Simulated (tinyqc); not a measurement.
Ways to converge the cycle: SCF convergence aids in the sto-3g basis, for CH4, spin multiplicity 1. Computed by the program tinyqc with PySCF. RHF with one setting changed at a time; a run stops when the energy changes by less than 1e-09 hartree and the error matrix is below 1e-5. The start is the Wolfsberg-Helmholz matrix. Damping d keeps d of the old density; a shift (hartree) raises the virtual levels; DIIS n extrapolates F over n matrices.

Geometry (angstrom):
```
atom        x        y        z
C      0.0000   0.0000   0.0000
H      0.6150   0.6150   0.6150
H      0.6150  -0.6150  -0.6150
H     -0.6150   0.6150  -0.6150
H     -0.6150  -0.6150   0.6150
```

lowest restricted solution found by these runs and by PySCF = -39.725760 hartree

Largest element of the error matrix X^T (FDS - SDF) X:
```
iteration    plain  damping 0.3  damping 0.6  shift 0.4   DIIS 3   DIIS 8
1          3.1e-01      3.1e-01      3.1e-01    3.1e-01  3.1e-01  3.1e-01
2          5.9e-02      1.3e-01      2.1e-01    5.5e-02  5.9e-02  5.9e-02
3          6.3e-03      5.1e-02      1.4e-01    2.3e-02  7.1e-03  7.1e-03
4          2.9e-03      1.9e-02      9.2e-02    1.0e-02  1.6e-03  1.6e-03
5          4.6e-04      7.0e-03      5.9e-02    4.1e-03  5.4e-05  6.2e-06
6          1.5e-04      3.4e-03      3.8e-02    1.6e-03  2.2e-06  7.1e-08
8          8.5e-06      7.8e-04      1.6e-02    2.6e-04        -        -
10               -      1.8e-04      6.5e-03    4.1e-05        -        -
14               -      8.7e-06      1.3e-03          -        -        -
20               -            -      1.6e-04          -        -        -
30               -            -      4.5e-06          -        -        -
```

How each run ends:
```
run          iterations  E (hartree)         state
plain                 9   -39.725760  lowest found
damping 0.3          18   -39.725760  lowest found
damping 0.6          38   -39.725760  lowest found
shift 0.4            12   -39.725760  lowest found
DIIS 3                7   -39.725760  lowest found
DIIS 8                6   -39.725760  lowest found
```

What does the comparison show, and why?

6 of 6 runs reach the lowest restricted solution found, in 6 to 38 iterations (fastest: DIIS 8). Plain steps already contract here, so damping only slows them. DIIS 3 and DIIS 8 gain by cancelling the error over several earlier matrices, much as a quasi-Newton step does.
